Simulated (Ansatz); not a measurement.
## Structure optimisation: iridium, fcc

All numbers below come from DFT, r2SCAN, plane waves (500 eV) with PAW, scalar-relativistic in Ansatz 0.2.0. The PAW files were generated under PBE, with cores re-solved for the functional.

k-point mesh 14×14×14, Fermi-Dirac smearing 0.1 eV, no spin polarisation. Cell and atoms relax.

Starting structure:

```yaml
crystal:
  lattice:
    - [0.0, 1.9197, 1.9197]
    - [1.9197, 0.0, 1.9197]
    - [1.9197, 1.9197, 0.0]
  atoms:
    - { symbol: Ir, position: [0.0, 0.0, 0.0] }
hamiltonian:
  xc: r2scan
  pseudopotentials:
    kind: paw
    azcp:
      Ir: "pseudopotentials/Ir.paw.azcp"
basis:
  ecutwfc: 500
  fft_grid_basis: typed
kpoints:
  mp_grid: { grid: [14, 14, 14], shift: [0, 0, 0] }
magnetization:
  spin_polarized: false
scf:
  occupations: { method: fermi_dirac, width: 0.1 }
relax:
  max_steps: 60
  f_tol: 0.01
  cell: {}
```

**Question.** The pressure at the start is 1.8 GPa. By how much does the volume change?

**Answer.** From 14.15 to 14.22 Å³ per atom, 0.5 %. The final cell has a = 3.846 Å.

**Question.** How much energy does the relaxation gain?

**Answer.** 0.4 meV per atom.

Path of the relaxation (the plane waves are chosen anew near the end, which can shift the energy a little):

| step | E − E(final) (meV/atom) | V (Å³/atom) | P (GPa) | max force (eV/Å) |
| --- | --- | --- | --- | --- |
| 0 | 0.40 | 14.149 | 1.84 | 0.000 |
| 1 | 0.06 | 14.219 | -0.03 | 0.000 |
| 2 | 0.00 | 14.219 | -0.03 | 0.000 |
